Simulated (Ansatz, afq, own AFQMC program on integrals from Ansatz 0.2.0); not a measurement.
Two steps: Ansatz 0.2.0 writes the Fock matrix and Cholesky factors of the valence space, and afq projects on them the lowest state that overlaps trial and start.

```yaml
crystal:
  periodic: [false, false, false]
  atoms:
    - {symbol: Ga, position_ang: [0.000000, 0.000000, 0.000000]}
basis:
  gaussian: {orbitals: cc-pVDZ}
magnetization: {spin_polarized: true, initial_magnetization: 3}
correlation: {method: ccsd_t, electrons: outside_noble_gas, hamiltonian_folder: ham}
```

```sh
$ ansatz run in.yaml --threads 1 --pin off --events-out ev --progress --plain --max-ram 1843MiB
```

Options of the walk:

```
--method phaseless --trial cisd --walkers 200 --populations 1 --least-time 40 --time-step 0.005 --steps-per-block 50 --equilibration-blocks 28 --max-blocks 300 --target-error 0.00021 --factor-cut 1e-05 --start spin_pure --seed 4885 --release-times 0.24,0.51,0.99,1.62,2.4 --release-step 0.03 --release-every 4 --taylor-order 6
```

Times are imaginary, in 1/Eh. The walk had a cap of 397 s. Filled inner d shells are frozen with the cores.

afq prints:

```
orbitals 13  electrons 3 0  factors 69 of 193
reference energy -1923.07757220 Eh
CCSD correlation -0.00998157 Eh in 8 cycles, weight of the determinant in the CISD state 0.9885
energy of the start -1923.087554 Eh
 block  time / (1/Eh)  mean weight  energy / Eh
     1     0.250  1.0002  -1923.087554
     2     0.500  1.0000  -1923.087556
     3     0.750  0.9998  -1923.087556
     4     1.000  1.0003  -1923.087557
     5     1.250  0.9999  -1923.087556
    10     2.500  0.9999  -1923.087567
    29     7.250  1.0001  -1923.087592
    49    12.250  1.0001  -1923.087554
    69    17.250  1.0002  -1923.087602
    89    22.250  1.0000  -1923.087595
   101    25.250  1.0001  -1923.087532
   109    27.250  1.0002  -1923.087552
   129    32.250  1.0000  -1923.087577
   149    37.250  1.0006  -1923.087576
   169    42.250  1.0000  -1923.087591
   177    44.250  1.0002  -1923.087637
   185    46.250  1.0002  -1923.087575
blocks merged  error / Eh  count
     1  0.000002  160
     2  0.000002  80
     4  0.000002  40
     8  0.000003  20
    16  0.000002  10
released: time / (1/Eh)  energy / Eh  error  mean overlap
  0.24  -1923.087580  0.000003  0.9990
  0.51  -1923.087580  0.000003  0.9966
  0.99  -1923.087582  0.000003  0.9963
  1.62  -1923.087577  0.000002  0.9909
  2.40  -1923.087577  0.000004  0.9900
energy -1923.087578 +/- 0.000003 Eh
(rows thinned)
```

The run passed its tests (sampling time, drift between the halves within three errors, error under three times the target), which doesn't prove that it has relaxed.

Against this walk (error 0.1 meV) on the same determinant: CCSD(T) 0.3 meV higher, full CI 0.0 meV higher (within the noise). The error is statistical and leaves out the bias of the constraint. Released to 2.40 1/Eh the energy moves by 0.02 ± 0.13 meV (both errors), within twice the noise.

Cautions: constraint bias not in the error; no relativity below Rb; no spin-orbit coupling; inner d shell frozen; another spin lies lower (by 4.05 eV).

The walk took 70 s on 1 thread of Intel(R) Xeon(R) Platinum 8259CL CPU @ 2.50GHz (Skylake/Cascade Lake) (shared host). The log's last line is the phaseless energy.

A walk keeps the symmetry of its determinant, which the program's search chose and which needn't be the lowest solution, so a lower state of the same spin and another symmetry isn't excluded.
